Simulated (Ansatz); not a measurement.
This Ansatz (a program for electronic structure) input (MP2/cc-pCVQZ) gives -151.85398 Eh with 282 basis functions. A basis named .json is the Basis Set Exchange file of that set (core-valence sets with the plain set on hydrogen).

Ansatz 0.2 input:
```yaml
crystal:
  periodic: [false, false, false]
  atoms:
    - {symbol: C, position_ang: [0.24243516, -0.19849135, -1.22253028]}
    - {symbol: C, position_ang: [-0.03825523, -0.01277160, 0.02051421]}
    - {symbol: H, position_ang: [-0.23057535, -0.63963619, -2.07626433]}
    - {symbol: O, position_ang: [-0.12431303, 0.23840173, 1.16104509]}
basis:
  gaussian:
    orbitals: cc-pCVQZ.json
magnetization: {spin_polarized: true, initial_magnetization: 1}
correlation: {method: mp2, frozen_orbitals: {C: 0, H: 0, O: 0}}
```

Change:
```diff
- orbitals: cc-pCVQZ.json
+ orbitals: cc-pwCVQZ.json
```

### Question
What does the run give now?

### Answer
-151.85386 Eh (MP2/cc-pwCVQZ, 282 functions), a change of +0.12 mEh.
